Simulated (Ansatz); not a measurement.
## Structure relaxation of Sn₃As₂

Theory: Ansatz, DFT PBE, scalar-relativistic, plane waves, PAW. Cutoff 420 eV, Γ-centred k mesh, Gaussian smearing, no spin polarisation in the final step.

The start puts Sn₃As₂ on the anti-corundum structure type (R-3c, No. 167), with As in place of Al, Sn in place of O, at a guessed volume.

```
Sn As
1.0
     3.37230    1.94700    6.13808
    -3.37230    1.94700    6.13808
     0.00000   -3.89399    6.13808
Sn As
6 4
Direct
  0.05625 0.44375 0.75000
  0.75000 0.05625 0.44375
  0.44375 0.75000 0.05625
  0.94375 0.55625 0.25000
  0.25000 0.94375 0.55625
  0.55625 0.25000 0.94375
  0.85218 0.85218 0.85218
  0.64782 0.64782 0.64782
  0.14782 0.14782 0.14782
  0.35218 0.35218 0.35218
```

Cell and atoms relax at zero pressure; the relaxation can't lower the symmetry of the start. After a coarse first stage the cell is made exact in the group found at 0.06 Å.

The zero of energy is the elements' standard structures at the same level; no fitted shifts are applied.

Q: Which crystal results?

A: It keeps R-3c (No. 167), but not the shape of the type it started on. Conventional cell: a = 7.677 Å, c = 16.812 Å. Sn has 4 As at 2.92–2.95 Å; As is coordinated by 6 Sn at 2.92–2.95 Å.

```
Sn As
1.0
     3.83846    2.21614    5.60387
    -3.83846    2.21614    5.60387
     0.00000   -4.43227    5.60387
Sn As
6 4
Direct
  0.01845 0.48155 0.75000
  0.75000 0.01845 0.48155
  0.48155 0.75000 0.01845
  0.98155 0.51845 0.25000
  0.25000 0.98155 0.51845
  0.51845 0.25000 0.98155
  0.87544 0.87544 0.87544
  0.62456 0.62456 0.62456
  0.12456 0.12456 0.12456
  0.37544 0.37544 0.37544
```

Q: What are its volume, energy, density and gap?

A: The volume per atom is 28.60 Å³. The density is 5.88 g/cm³, the energy over the elements is 0.11 eV/atom and the gap on the 6×6×6 mesh is 0 eV (a metal).

The final run used a 6×6×6 mesh on its 10-atom cell and 0.10 eV smearing. For metals, differences of a few meV/atom aren't resolved. Symmetry constrained the relaxation, so the result can be a saddle point. The steps took roughly 8 core-minutes in all.